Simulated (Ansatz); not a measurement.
A run of Ansatz (development build ahead of 0.2.0) on doublet F₂(+) at this shape:

```xyz
2

F     0.0000    0.0000    0.6610
F     0.0000    0.0000   -0.6610
```

Its results:

```
Converged                       : yes
Reference energy                : -195.55618 hartree
CCSD correlation energy         : -0.10409 hartree
Triples correction              : -0.00028 hartree
Total energy                    : -195.66055 hartree
Spin squared of the determinant : 0.796
```

Question: Which input gives this output? Name the method, the orbitals and the basis set, and write the input.

Answer: UHF-CCSD(T) in STO-3G.

```yaml
crystal:
  periodic: [false, false, false]
  atoms:
    - { symbol: F, position_ang: [0.0, 0.0, 0.661] }
    - { symbol: F, position_ang: [0.0, 0.0, -0.661] }
basis:
  gaussian: { orbitals: STO-3G }
total_charge: 1
magnetization:
  spin_polarized: true
  initial_magnetization: 1
hamiltonian:
  xc: hf
correlation:
  method: ccsd_t
  frozen_orbitals: { F: 1 }
```
